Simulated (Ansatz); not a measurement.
**CH2FN: taking an electron away**

One table from this session's results is given with a row withheld; the runs are named, their logs left out.

The runs use Ansatz 0.2.0, Gaussian basis; unrestricted cation, the program's frozen cores in correlated methods.

Plan: UKS PBE-D4/def2-TZVPP; UKS r2SCAN-D4/def2-TZVPP; UKS PBE0-D4/def2-TZVPP; UKS B3LYP-D4/def2-TZVPP; UKS wB97X-V/def2-TZVPP; UKS wB97M-V/def2-TZVPP; UKS B2PLYP/def2-TZVPP; UHF-CCSD(T)/def2-TZVPP; UHF-MP2/def2-QZVPP; extrapolation to the limit; then −ε(HOMO) from the neutral's earlier runs with LDA (SPW92), PBE-D4, revPBE-D4, BLYP-D4, r2SCAN-D4, B97M-V, PBE0-D4, B3LYP-D4, r2SCANh-D4, r2SCAN0-D4, HSE06-D4, BHLYP-D4, CAM-B3LYP-D4, LC-ωPBE, ωB97X-V, ωB97M-V.

### Structure used throughout

All runs share one geometry, relaxed beforehand with PBE0-D4 in a triple-zeta def2 set.

SMILES `N=CF`, 5 atoms, charge 0, spin multiplicity 1.

Atoms are counted from 1 here; the program's logs count them from 0.

Bond lengths: N1–C2 1.242 Å, N1–H4 1.016 Å, C2–F3 1.329 Å, C2–H5 1.092 Å. Angles: C2–N1–H4 110.6°, N1–C2–F3 120.0°, N1–C2–H5 129.8°, F3–C2–H5 110.2°.

The first run:

Input file in.yaml:

```yaml
crystal:
  periodic: [false, false, false]
  atoms:
    - {symbol: N, position_ang: [-0.719915, -0.454394, -0.439799]}
    - {symbol: C, position_ang: [0.296468, -0.034526, 0.137289]}
    - {symbol: F, position_ang: [1.242446, -0.884843, 0.520813]}
    - {symbol: H, position_ang: [-1.343939, 0.314087, -0.667296]}
    - {symbol: H, position_ang: [0.574840, 0.985975, 0.407593]}
basis:
  gaussian: {orbitals: def2-TZVPP}
total_charge: 1
magnetization: {spin_polarized: true, initial_magnetization: 1}
hamiltonian: {xc: pbe, dispersion: d4}
```

Command:

```
ansatz run in.yaml --threads 2 --pin off --events-out ev --progress --plain --max-ram 4352MiB
```

Among the steps run: Cation, UKS PBE-D4/def2-TZVPP; Cation, UKS r2SCAN-D4/def2-TZVPP; Cation, UKS PBE0-D4/def2-TZVPP; Cation, UKS B3LYP-D4/def2-TZVPP; Cation, UKS wB97X-V/def2-TZVPP; Cation, UKS wB97M-V/def2-TZVPP; Cation, UKS B2PLYP (frozen core)/def2-TZVPP; Cation, UHF-CCSD(T)/def2-TZVPP; Cation, UHF-MP2/def2-QZVPP.

One table of the session follows, with a row left open; its other results are not shown here.

It belongs to the step «Ionisation energies side by side». Orbital estimates, from the neutral's runs:

```
  functional  −ε(HOMO) (eV)
 LDA (SPW92)           7.30
      PBE-D4           7.18
   revPBE-D4              ?
     BLYP-D4           7.10
   r2SCAN-D4           7.54
      B97M-V           7.71
     PBE0-D4           8.81
    B3LYP-D4           8.57
  r2SCANh-D4           8.14
  r2SCAN0-D4           9.05
    HSE06-D4           8.39
    BHLYP-D4          10.39
CAM-B3LYP-D4          10.32
     LC-ωPBE          11.69
     ωB97X-V          11.34
     ωB97M-V          11.25
```

Estimate the missing values for revPBE-D4.

**Answer.** −ε(HOMO) (eV): 7.13. In the column «−ε(HOMO) (eV)» it lies between BLYP-D4 (7.10) and PBE-D4 (7.18).
